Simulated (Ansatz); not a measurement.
# Al2F (quartet): the correlation ladder, def2-QZVPP

One table from this session's results is given with a row withheld; the runs are named, their logs left out.

Computed with Ansatz 0.2.0, Gaussian basis. Level: def2-QZVPP, core rule «outside noble gas», up to 11 orbitals frozen.

To be run: UHF; ROHF; CCSD(T) on UHF.

## The system

The geometry is a PBE0/def2-TZVP stationary point (not a proven minimum).

3 atoms, charge 0, spin multiplicity 4.

Atoms are counted from 1 here; the program's logs count them from 0.

Bond lengths: Al1–Al2 2.338 Å, Al2–F3 1.647 Å. Angles: Al1–Al2–F3 180.0°.

The first run:

The input, in.yaml:

```yaml
crystal:
  periodic: [false, false, false]
  atoms:
    - {symbol: Al, position_ang: [0.000000, 0.000000, 2.107800]}
    - {symbol: Al, position_ang: [0.000000, 0.000000, -0.230400]}
    - {symbol: F, position_ang: [0.000000, 0.000000, -1.877400]}
basis:
  gaussian: {orbitals: "def2-QZVPP.json"}
magnetization: {spin_polarized: true, initial_magnetization: 3}
hamiltonian: {xc: hf}
output: {orbitals: {seedname: orbitals}}
```

Started as:

```bash
> ansatz run in.yaml --threads 1 --pin off --events-out ev --progress --plain --max-ram 2393MiB
```

Steps of the session up to this table: UHF; ROHF; CCSD(T) on UHF.

One of the session's tables, all rows but one given; the rest of the session is left out.

```
  method  from UCCSD(T) (meV)
    ROHF             +11070.1
     UHF             +10994.9
    UMP2               +749.3
   UCCSD                    ?
UCCSD(T)                    0
```

Q: Estimate the row for UCCSD from the others.

As computed: from UCCSD(T) (meV): +429.3. In the column «from UCCSD(T) (meV)» it lies between UCCSD(T) (0) and UMP2 (+749.3).
